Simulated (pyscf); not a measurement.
H₂Si=PH (SMILES [SiH2]=P) + H₂O (SMILES O) -> HO–SiH₂–PH₂ (SMILES O[SiH2]P), an addition across a multiple bond or ene-type step (singlet surface; H–O broken, H–P, O–Si formed). Optimised with ωB97X-D3(BJ)/def2-SVP in PySCF. MP2 and CC: frozen core, UHF for open shells. ΔMP2 is the change of the MP2 total energy from the triple- to the quadruple-zeta basis. Energies in kcal/mol from the separated reactants.

AM1 to PM7: differences of heats of formation from MOPAC, which are fitted to 298 K values and so differ in kind from electronic energies by zero-point and thermal terms. 

Q: Quick PM6 single points give ΔE‡ = 15.8 kcal/mol and ΔE = -29.3 kcal/mol. What does CCSD(T)/def2-TZVPP + ΔMP2(QZVPP) give, and how far is the quick result from it?

A: CCSD(T)/def2-TZVPP + ΔMP2(QZVPP) gives ΔE‡ = -2.4 kcal/mol and ΔE = -52.7 kcal/mol. PM6 lies 18.2 kcal/mol over it in the barrier and 23.5 kcal/mol over it in the reaction energy, so on this step it does not hold to within 3.0 kcal/mol. CCSD(T)/def2-TZVPP + ΔMP2(QZVPP) has limits of its own. On the reactant side the descent ends in an adduct with a O–Si contact, 10.8 kcal/mol under the separated species and 3.6 kcal/mol under the saddle at ωB97X-D3(BJ)/def2-TZVP. At CCSD(T) the saddle lies under the separated reactants, which points to a path from their complex (located at ωB97X-D3(BJ) alone). What is counted as formed (O–Si) is already present as a longer contact in the reactant adduct; forming that adduct is a step of its own. At ωB97X-D3(BJ)/def2-TZVP the barrier from the zero used here is -7.2 kcal/mol. This is the saddle that the search found; another between the same sides may lie lower. The CCSD(T) − MP2 part came from Ansatz, without density fitting, on the same reference.
